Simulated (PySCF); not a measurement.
Cartesian coordinates (Å):
SMILES: N
```xyz
4

N      0.0032     0.0000     0.3060
H      0.9249    -0.1482    -0.1116
H     -0.5923    -0.7278    -0.0959
H     -0.3357     0.8760    -0.0985
```
Charge 0, spin multiplicity 1.

**Question.** What is the computed HOMO, LUMO, HOMO–LUMO gap, dipole moment and total energy (M06-2X/def2-TZVP // B3LYP-D3(BJ)/def2-SVP (PySCF))?

**Answer.** 
```json
{
  "HOMO": "-9.31 eV",
  "LUMO": "1.59 eV",
  "HOMO–LUMO gap": "10.90 eV",
  "dipole_moment": "1.81 D",
  "total_energy": "-1538.78 eV"
}
```
